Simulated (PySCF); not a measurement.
Calculated properties of `C=P(C)(C)C`

Species: C₄H₁₁P.
Cartesian coordinates in Å at the PBE0-D3(BJ)/def2-TZVP level; atoms count from 1:
```xyz
16
C4H11P angstrom
C      0.2415    1.5257    1.1639
P      0.0392    0.2149    0.1608
C      1.4107   -0.4608   -0.8603
C     -1.2276    0.5397   -1.0880
C     -0.4801   -1.2433    1.0954
H      0.7630    1.3770    2.1015
H      0.2988    2.5113    0.7180
H      1.1178   -1.3257   -1.4615
H      2.2283   -0.7449   -0.1947
H      1.7746    0.3306   -1.5186
H     -0.9439    1.4317   -1.6498
H     -2.1782    0.7304   -0.5909
H     -1.3265   -0.2970   -1.7819
H     -0.5742   -2.1163    0.4474
H      0.2680   -1.4530    1.8622
H     -1.4308   -1.0349    1.5851
```

**PBE0-D3(BJ)/def2-TZVP geometry optimisation, gas phase (PySCF)**

- Point group: Cs
- Rotational constants A, B, C: 3.679, 3.584, 3.325 GHz

From B97-2/pcSseg-2 ground state and GIAO shieldings, non-relativistic (PySCF):

- Dipole moment: 3.22 D
- HOMO energy: -4.55 eV
- LUMO energy: 0.33 eV
- HOMO–LUMO gap: 4.88 eV
- 13C chemical shifts (computed TMS as zero) by class: 20.5 (C3/C4/C5), -9.5 (C1) ppm
- 1H chemical shifts (computed TMS as zero) by class: 1.22 (H8/H9/H10/H11/H12/H13/H14/H15/H16), -0.37 (H6/H7) ppm
- Isotropic shieldings of nuclei other than C and H, by class: 332 (P2) ppm

Monoisotopic mass (most abundant isotopes): 90.0598 u.

The rotational constants make it an asymmetric top with κ = (2B − A − C)/(A − C) = 0.5, nearer the oblate limit (+1). In atomic units the dipole is 1.27 e·bohr (1 au = 2.5417 D). With B = h/(8π²I), that is 505.379 GHz u Å² over I, the principal moments of inertia are 137.4, 141.0 and 152.0 u Å² (most abundant isotopes).

Geometry: PBE0-D3(BJ)/def2-TZVP; no solvent or vibrations. NMR classes are plain means over equivalent atoms (diastereotopic ones count apart unless rotation or inversion swaps them), as if these changed places fast; in this geometry the members of some classes differ.
